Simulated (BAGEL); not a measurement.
**quartet C2H5S at 3 levels**

We compute a comparison of 3 runs (UHF/STO-3G, ROHF/6-31G*, UHF/def2-SVPD) of quartet C2H5S. 

The results are computed with BAGEL 1.2.2.

## (1) The system as given

C2H5S has 8 atoms, charge 0, and is taken as a quartet. SMILES of the parent species: `[CH2]SC`. Geometry: relaxed at PBE0-D4/def2-TZVP. This is one conformer, not always the lowest. That shape belongs to the parent species and isn't relaxed for this state.

Bond lengths: C1–S2 1.695 Å, S2–C3 1.794 Å, C1–H4 1.080 Å, C1–H5 1.080 Å, C3–H6 1.091 Å, C3–H7 1.090 Å, C3–H8 1.091 Å. Angles: C1–S2–C3 101.6°, S2–C1–H4 121.4°, S2–C1–H5 117.4°, S2–C3–H6 110.5°, S2–C3–H7 107.2°, S2–C3–H8 110.5°, H4–C1–H5 120.8°, H6–C3–H7 109.1°, H6–C3–H8 110.1°, H7–C3–H8 109.3°.

## (2) The energy at UHF/STO-3G (density fitting with qzvpp-jkfit) (run 1)

The input, input.json:

```json
{ "bagel": [

{
  "title": "molecule",
  "basis": "sto-3g",
  "df_basis": "qzvpp-jkfit",
  "angstrom": "true",
  "geometry": [
    { "atom": "C", "xyz": [   -0.766700,    1.107100,   -0.688200 ] },
    { "atom": "S", "xyz": [    0.844300,    0.622200,   -0.483100 ] },
    { "atom": "C", "xyz": [    0.650100,   -0.872700,    0.489300 ] },
    { "atom": "H", "xyz": [   -1.572500,    0.620600,   -0.157700 ] },
    { "atom": "H", "xyz": [   -0.947600,    1.994700,   -1.276200 ] },
    { "atom": "H", "xyz": [    0.157500,   -0.650800,    1.437000 ] },
    { "atom": "H", "xyz": [    1.649000,   -1.260500,    0.688000 ] },
    { "atom": "H", "xyz": [    0.077800,   -1.617600,   -0.064800 ] }
  ]
},
{
  "title": "uhf",
  "nopen": 3
},
{
  "title": "print",
  "file": "orbitals.molden",
  "orbitals": "true"
}

]}
```

Command:

```bash
$ BAGEL_NUM_THREADS=1 BAGEL input.json > input.out
```

What it wrote:

```text
* using 1 threads per process

  ===============================================================
  ===============================================================

  *** Geometry ***

  { "atom" : "C", "xyz" : [     -1.448853,      2.092116,     -1.300510 ] },
  { "atom" : "S", "xyz" : [      1.595496,      1.175788,     -0.912927 ] },
  { "atom" : "C", "xyz" : [      1.228511,     -1.649164,      0.924643 ] },
[... 4 lines of this table left out ...]
  { "atom" : "H", "xyz" : [      0.147021,     -3.056821,     -0.122454 ] },

  Number of auxiliary basis functions:      368

  Since a DF basis is specified, we compute 2- and 3-index integrals:
    o Being stored without compression. Storage requirement is 0.002 GB

  Number of basis functions:       24
  Number of electrons      :       33

    * METHOD: MOLECULE                             0.10

  *** Open-shell HF ***

  === Nuclear Repulsion ===
   104.7310768086

      * DIIS with orbital gradients will be used.

  === UHF iteration (sto-3g) ===
      0       -470.48532916          0.01583336           0.02
      1       -470.51734335          0.00501732           0.01
      2       -470.52334371          0.00228694           0.01
[... 15 lines of this table left out ...]
     18       -470.52837113          0.00000001           0.01
    * SCF iteration converged.

    * S^2 (UHF) is 3.7693

    * Permanent dipole moment:
           (    0.245612,    -0.655287,     0.397037) a.u.

    * METHOD: UHF                                  0.27

    * METHOD: PRINT                                0.00

  ===============================================================
```

Run time: 0.73 s. Hardware: 1 thread of Intel Xeon 6975P-C (Granite Rapids), shared host; peak memory 0.08 GiB.

## (3) The energy at ROHF/6-31G(d) (density fitting with qzvpp-jkfit, spherical functions) (run 2)

The input, calc.json:

```json
{ "bagel": [

{
  "title": "molecule",
  "basis": "6-31gs.json",
  "df_basis": "qzvpp-jkfit",
  "angstrom": true,
  "geometry": [
    { "atom": "C", "xyz": [   -0.766700,    1.107100,   -0.688200 ] },
    { "atom": "S", "xyz": [    0.844300,    0.622200,   -0.483100 ] },
    { "atom": "C", "xyz": [    0.650100,   -0.872700,    0.489300 ] },
    { "atom": "H", "xyz": [   -1.572500,    0.620600,   -0.157700 ] },
    { "atom": "H", "xyz": [   -0.947600,    1.994700,   -1.276200 ] },
    { "atom": "H", "xyz": [    0.157500,   -0.650800,    1.437000 ] },
    { "atom": "H", "xyz": [    1.649000,   -1.260500,    0.688000 ] },
    { "atom": "H", "xyz": [    0.077800,   -1.617600,   -0.064800 ] }
  ]
},
{
  "title": "rohf",
  "nopen": 3
},
{
  "title": "print",
  "file": "orbitals.molden",
  "orbitals": true
}

]}
```

The basis set 6-31G* is read from a file made from the Basis Set Exchange's data (not shown).

Command:

```bash
$ BAGEL_NUM_THREADS=1 BAGEL calc.json > calc.out
```

What it wrote:

```text
* using 1 threads per process

  ===============================================================
  ===============================================================

  *** Geometry ***

  { "atom" : "C", "xyz" : [     -1.448853,      2.092116,     -1.300510 ] },
  { "atom" : "S", "xyz" : [      1.595496,      1.175788,     -0.912927 ] },
  { "atom" : "C", "xyz" : [      1.228511,     -1.649164,      0.924643 ] },
[... 4 lines of this table left out ...]
  { "atom" : "H", "xyz" : [      0.147021,     -3.056821,     -0.122454 ] },

  Number of auxiliary basis functions:      368

  Since a DF basis is specified, we compute 2- and 3-index integrals:
    o Being stored without compression. Storage requirement is 0.009 GB

  Number of basis functions:       56
  Number of electrons      :       33

    * METHOD: MOLECULE                             0.09

  *** Open-shell HF ***

  === Nuclear Repulsion ===
   104.7310768086

      * DIIS with orbital gradients will be used.

  === ROHF iteration (6-31gs.json) ===
      0       -475.77969644          0.02751878           0.03
      1       -475.84945368          0.00990338           0.03
      2       -475.86170555          0.00442290           0.03
[... 26 lines of this table left out ...]
     29       -475.86648976          0.00000001           0.03
    * SCF iteration converged.

    * S^2 (ROHF) is 3.7500

    * Permanent dipole moment:
           (    0.602370,     0.168713,    -0.145085) a.u.

    * METHOD: ROHF                                 1.09

    * METHOD: PRINT                                0.00

  ===============================================================
```

Run time: 1.6 s. Hardware: 1 thread of Intel Xeon 6975P-C (Granite Rapids), shared host; peak memory 0.08 GiB.

## (4) A single-point energy at UHF/def2-SVPD (density fitting with qzvpp-jkfit) (run 3)

The input, calc.json:

```json
{ "bagel" : [

{
  "title" : "molecule",
  "basis" : "def2-svpd.json",
  "df_basis" : "qzvpp-jkfit",
  "angstrom" : "true",
  "geometry" : [
    { "atom" : "C", "xyz" : [   -0.766700,    1.107100,   -0.688200 ] },
    { "atom" : "S", "xyz" : [    0.844300,    0.622200,   -0.483100 ] },
    { "atom" : "C", "xyz" : [    0.650100,   -0.872700,    0.489300 ] },
    { "atom" : "H", "xyz" : [   -1.572500,    0.620600,   -0.157700 ] },
    { "atom" : "H", "xyz" : [   -0.947600,    1.994700,   -1.276200 ] },
    { "atom" : "H", "xyz" : [    0.157500,   -0.650800,    1.437000 ] },
    { "atom" : "H", "xyz" : [    1.649000,   -1.260500,    0.688000 ] },
    { "atom" : "H", "xyz" : [    0.077800,   -1.617600,   -0.064800 ] }
  ]
},
{
  "title" : "uhf",
  "nopen" : 3
},
{
  "title" : "print",
  "file" : "orbitals.molden",
  "orbitals" : "true"
}

]}
```

The basis set def2-SVPD is read from a file made from the Basis Set Exchange's data (not shown).

Command:

```bash
$ BAGEL_NUM_THREADS=1 BAGEL calc.json > calc.out
```

What it wrote:

```text
* using 1 threads per process

  ===============================================================
  ===============================================================

  *** Geometry ***

  { "atom" : "C", "xyz" : [     -1.448853,      2.092116,     -1.300510 ] },
  { "atom" : "S", "xyz" : [      1.595496,      1.175788,     -0.912927 ] },
  { "atom" : "C", "xyz" : [      1.228511,     -1.649164,      0.924643 ] },
[... 4 lines of this table left out ...]
  { "atom" : "H", "xyz" : [      0.147021,     -3.056821,     -0.122454 ] },

  Number of auxiliary basis functions:      368

  Since a DF basis is specified, we compute 2- and 3-index integrals:
    o Being stored without compression. Storage requirement is 0.034 GB

  Number of basis functions:      107
  Number of electrons      :       33

    * METHOD: MOLECULE                             0.19

  *** Open-shell HF ***

  === Nuclear Repulsion ===
   104.7310768086

      * DIIS with orbital gradients will be used.

  === UHF iteration (def2-svpd.json) ===
      0       -475.58839473          0.02374087           0.12
      1       -475.69962049          0.01187049           0.12
      2       -475.72054720          0.00551065           0.12
[... 26 lines of this table left out ...]
     29       -475.72985593          0.00000001           0.08
    * SCF iteration converged.

    * S^2 (UHF) is 3.7787

    * Permanent dipole moment:
           (    0.828065,     0.258308,    -0.254741) a.u.

    * METHOD: UHF                                  2.89

    * METHOD: PRINT                                0.01

  ===============================================================
```

Run time: 3.6 s. Hardware: 1 thread of Intel Xeon 6975P-C (Granite Rapids), shared host; peak memory 0.11 GiB.

## (5) The series

```
run                                                                level  energy (Eh)  dipole moment (D)   ⟨S²⟩  wall time
  1                        UHF/STO-3G (density fitting with qzvpp-jkfit)  -470.528371               2.05  3.769     0.73 s
  2  ROHF/6-31G* (density fitting with qzvpp-jkfit, spherical functions)  -475.866490               1.63  3.750      1.6 s
  3                     UHF/def2-SVPD (density fitting with qzvpp-jkfit)  -475.729856               2.30  3.779      3.6 s
```

## (6) Results

| quantity | value |
| --- | --- |
| run 3: total energy | -475.72986 Eh |
| run 3: dipole moment | 2.30 D |
| run 3: ⟨S²⟩ | 3.779 |

The dipole moment (its size) runs from 1.63 D (ROHF/6-31G*) to 2.30 D (UHF/def2-SVPD). The two ends differ in method and basis. In run 1 the basis is minimal, so the values are rough. All runs together took 5.9 s, the longest 3.6 s.
